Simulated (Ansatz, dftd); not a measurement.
Reaction: C2H4Cl2 (SMILES C(CCl)Cl) → C2H4Cl (SMILES [CH2]CCl, doublet) + Cl (doublet) (the C-Cl bond breaks)
Each species at its own B3LYP-D3(BJ)/def2-TZVP minimum (Ansatz, a quantum-chemistry and plane-wave program), one conformer.

Property: bond dissociation energy (electronic), in kcal/mol. Open shells are spin-unrestricted; no spin-orbit coupling. Correlated methods leave the cores frozen. Rows without X2C or -DK are non-relativistic. CBS(X,Y): correlation extrapolated as X^-3, Hartree-Fock from the larger set. A bracket is a step between two methods taken in the basis named. The functionals are non-relativistic, so their misses hold any scalar relativity. Double hybrids freeze cores in their MP2 part. '+ core + X2C': CCSD(T) terms for core correlation (cc-pwCVTZ, 1s frozen past Ne) and scalar relativity (cc-pVTZ-DK).

```
level                                                                                        program  bond dissociation energy (kcal/mol)  difference against the last row
------------------------------------------------------------------------------------  --------------  -----------------------------------  -------------------------------
HF/cc-pV(T+d)Z                                                                                Ansatz                                 53.2                            -34.6
PBE-D3(BJ)/def2-TZVPD                                                                 Ansatz + dftd3                                 87.8                              0.0
r2SCAN-D4/def2-TZVPD                                                                  Ansatz + dftd4                                 82.6                             -5.2
r2SCANh-D4/def2-TZVPD                                                                 Ansatz + dftd4                                 82.0                             -5.8
r2SCANh/def2-TZVPD                                                                            Ansatz                                 81.6                             -6.2
CAM-B3LYP-D4/def2-TZVPD                                                               Ansatz + dftd4                                 82.6                             -5.2
B2PLYP-D3(BJ)/def2-TZVPD                                                              Ansatz + dftd3                                 83.9                             -3.9
B2PLYP/def2-TZVPD                                                                             Ansatz                                 82.7                             -5.1
B2GP-PLYP/def2-TZVPD                                                                          Ansatz                                 83.7                             -4.1
MP2/cc-pV(Q+d)Z                                                                               Ansatz                                 92.8                              5.0
CCSD/cc-pV(T+d)Z                                                                              Ansatz                                 80.7                             -7.1
CCSDT(Q)/cc-pV(D+d)Z                                                                          Ansatz                                 79.8                             -8.0
CCSD(T)/CBS(cc-pV(T+d)Z,cc-pV(Q+d)Z) + [CCSDT(Q) - CCSD(T)]/cc-pV(D+d)Z + core + X2C          Ansatz                                 87.8                              0.0
```
